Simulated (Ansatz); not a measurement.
input.yaml

```yaml
crystal:
  periodic: [false, false, false]
  atoms:
    - { symbol: H, position_ang: [-0.726666, -0.864323, -0.017294] }
    - { symbol: "N", position_ang: [1.473371, -0.341043, -0.544429] }
    - { symbol: C, position_ang: [1.772213, 1.057192, -0.405995] }
    - { symbol: Si, position_ang: [-2.128973, -0.855848, 0.349368] }
    - { symbol: H, position_ang: [1.873447, -0.808336, 0.280093] }
    - { symbol: H, position_ang: [1.455269, 1.467582, 0.572983] }
    - { symbol: H, position_ang: [1.29136, 1.6431, -1.203558] }
    - { symbol: H, position_ang: [2.862874, 1.242389, -0.478748] }
    - { symbol: H, position_ang: [-2.98043, -0.71461, -0.867868] }
    - { symbol: H, position_ang: [-2.401858, 0.295416, 1.261041] }
    - { symbol: H, position_ang: [-2.490707, -2.121519, 1.054506] }
magnetization:
  spin_polarized: true
  initial_magnetization: 1
basis:
  gaussian: { orbitals: def2-SVP }
hamiltonian:
  xc: b3lyp
relax:
  f_tol: 0.03
  max_steps: 50
```

Run as:

```bash
$ ansatz run input.yaml --threads 2 --pin off --max-ram 3072MiB --backend cpu --events-out ev --progress --plain --runs-dir out
```

Hardware: 2 threads of Arm Neoverse V1, on a shared host.

Question: Roughly how long does this run take, and how much memory?

Answer: 52 s, with a peak of 0.2 GiB, for 22 ionic steps.
